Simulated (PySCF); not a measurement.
**Core binding energy against partial charge**

Propiolic acid, C₃H₂O₂.
Structure used (GFN2-xTB), in Å, numbered top down from 1:
```
atom  x, y, z in Å
C1     1.9107    0.1419   -0.0382
C2     0.7310   -0.0425    0.0758
C3    -0.6750   -0.3278    0.2237
O4    -1.1303   -1.4225    0.4190
O5    -1.4177    0.7800    0.1155
H6     2.9423    0.3124   -0.1423
H7    -2.3577    0.5634    0.2190
```

Binding energies: delta-SCF UKS SCAN, pcX-2 on the ionised atom, pcseg-1 elsewhere, spin-free X2C in PySCF. Charges: PBE0/pcSseg-1 ground-state density, for the ionised atom.

```
atom             environment  C 1s (eV)  Mulliken (e)  IAO (e)  Hirshfeld (e)  ESP (e)
  C1  terminal alkyne carbon     291.48        -0.162   -0.155         -0.052   -0.306
  C2           alkyne carbon     291.68        +0.222   -0.069         -0.047   -0.115
  C3  carboxylic acid carbon     295.86        +0.340   +0.526         +0.219   +0.779
```

**Question.** How well does each charge scheme correlate with the binding energies over these sites?

**Answer.** Hirshfeld: r = 1.00, slope 15.9 eV per e; IAO: r = 1.00, slope 6.7 eV per e; ESP: r = 0.99, slope 4.2 eV per e; Mulliken: r = 0.71, slope 6.7 eV per e. On 3 points no scheme stands out.

**Question.** The point-charge model writes a binding energy as kq + V + constant, with V the potential of the other atoms' charges at the site. What does it give with the Mulliken charges?

**Answer.** V = Σ 14.40 eV Å × q/r over all other atoms: +3.32 eV at C1, -1.42 eV at C2, -4.73 eV at C3. Fitting binding energy − V to q gives k = 21.8 eV per e and leaves an rms residual of 2.06 eV, against 1.42 eV for the fit on q alone. The model has no term for differences in relaxation between sites.

Spin contamination (⟨S²⟩ against 0.75 for a pure doublet) is marked for C 1s of C1 (0.85) and C 1s of C2 (0.86), which makes these values less certain. Geometry: GFN2-xTB, one conformer, isolated molecule.
